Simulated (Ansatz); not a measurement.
We consider 2H MoS₂, described by PBEsol in Ansatz (plane waves, PAW).

Settings: plane-wave cutoff 520 eV, 12×12×4 k mesh (along the axes of the cell as run), perturbation theory, force constants from a 6×6×2 q mesh, no spin polarisation, scalar-relativistic PAW data made under PBE.

Computed at the level's own relaxed cell. Harmonic vibrational thermodynamics at fixed volume:

| T (K) | S_vib (J/K per mol of atoms) | C_V (J/K per mol of atoms) | F_vib (eV/atom) |
|---|---|---|---|
| 200 | 13.31 | 17.14 | 0.0438 |
| 300 | 21.08 | 20.88 | 0.0259 |
| 500 | 32.46 | 23.35 | -0.0304 |
| 600 | 36.77 | 23.82 | -0.0663 |
| 700 | 40.46 | 24.11 | -0.1064 |
| 900 | 46.56 | 24.43 | -0.1969 |
| 1000 | 49.14 | 24.53 | -0.2465 |

The crystal is taken as a harmonic solid at every temperature: melting, phase changes and thermal expansion are not seen.

Note: the cell comes from a level without a dispersion term, which matters for the spacing of layers, chains or molecules; the cell has widely spaced layers and the level no dispersion term, so their spacing and the moduli can rest on weak binding.

Ansatz is a program for electronic structure.
